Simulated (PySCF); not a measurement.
## How good is the calculation?

Molfile (atoms numbered from 1):
```
C5H9N
     RDKit          3D

 15 14  0  0  0  0  0  0  0  0999 V2000
    0.5010    1.3265    0.4400 C   0  0  0  0  0  0  0  0  0  0  0  0
   -0.0639   -0.0721    0.1627 C   0  0  0  0  0  0  0  0  0  0  0  0
   -1.2394    0.0067   -0.8192 C   0  0  0  0  0  0  0  0  0  0  0  0
    1.0322   -0.9957   -0.3829 C   0  0  0  0  0  0  0  0  0  0  0  0
   -0.5496   -0.6260    1.4121 C   0  0  0  0  0  0  0  0  0  0  0  0
   -0.9334   -1.0628    2.3964 N   0  0  0  0  0  0  0  0  0  0  0  0
   -0.2699    1.9785    0.8458 H   0  0  0  0  0  0  0  0  0  0  0  0
    1.3189    1.2747    1.1559 H   0  0  0  0  0  0  0  0  0  0  0  0
    0.8745    1.7618   -0.4846 H   0  0  0  0  0  0  0  0  0  0  0  0
   -1.6560   -0.9824   -0.9989 H   0  0  0  0  0  0  0  0  0  0  0  0
   -0.9000    0.4193   -1.7670 H   0  0  0  0  0  0  0  0  0  0  0  0
   -2.0274    0.6445   -0.4236 H   0  0  0  0  0  0  0  0  0  0  0  0
    1.8558   -1.0727    0.3241 H   0  0  0  0  0  0  0  0  0  0  0  0
    0.6387   -1.9942   -0.5621 H   0  0  0  0  0  0  0  0  0  0  0  0
    1.4143   -0.5982   -1.3209 H   0  0  0  0  0  0  0  0  0  0  0  0
  1  2  1  0
  2  3  1  0
  2  4  1  0
  2  5  1  0
  5  6  3  0
  1  7  1  0
  1  8  1  0
  1  9  1  0
  3 10  1  0
  3 11  1  0
  3 12  1  0
  4 13  1  0
  4 14  1  0
  4 15  1  0
M  END
```

What is known from experiment: δ 13C C1/C3/C4 28.5; C2 28.1; δ 1H H7/H8/H9/H10/H11/H12/H13/H14/H15 1.37 ppm (measured; solution, not stated per compound (mostly CDCl3 or CCl4); Pretsch, Buehlmann, Badertscher, Structure Determination of Organic Compounds, 4th ed. (2009)).
δ 15N N6 -131.5 ppm (measured; solution, cyclohexane, 308 K; M. Witanowski et al., Magn. Reson. Chem. 27 (1989) 380).

Non-relativistic, in vacuum, a single conformation, averaged over atoms made equivalent by symmetry, fast rotation or ring inversion. GFN2-xTB geometry; NMR shieldings at PBE0/pcSseg-1/GIAO; PySCF.

(1) What does the calculation give, and how does it compare?

(2) How far are the unscaled 13C shifts from the references?

## Answers

(1) 
Reference values: measured (solution, not stated per compound (mostly CDCl3 or CCl4); Pretsch, Buehlmann, Badertscher, Structure Determination of Organic Compounds, 4th ed. (2009)).
```csv
atoms,quantity,reference,computed,"computed, scaled"
C1/C3/C4,δ 13C,28.5,30.7,27.7
C2,δ 13C,28.1,26.2,23.3
H7/H8/H9/H10/H11/H12/H13/H14/H15,δ 1H,1.37,1.36,1.37
```

Reference values: measured (solution, cyclohexane, 308 K; M. Witanowski et al., Magn. Reson. Chem. 27 (1989) 380).
```
atoms                     quantity  reference  computed  computed, scaled
   N6  δ 15N vs neat liquid CH3NO2     -131.5         –            -124.3
```

Computed shifts are σ(ref) − σ with the named reference compound (TMS for H and C) calculated as an isolated molecule at the same level. The measured values may be among those fitted. Shieldings were converted by linear fits to measured shifts (mostly CDCl3, TMS scale, for H and C): 13C (scatter 2.1 ppm rms, 2.3 ppm with the 13 outliers that the fit left out); 1H (scatter 0.17 ppm rms, 0.18 ppm with the 4 outliers that the fit left out); 15N (scatter 6.3 ppm rms vs CH3NO2, solution or neat liquid). Occasional misses reach two or three times the rms, and more in compound classes unlike the fitted ones.

(2) Mean signed difference +0.15 ppm, mean absolute 2.05 ppm over 2 comparisons; the largest is +2.2 ppm at C1/C3/C4 (methyl carbon).
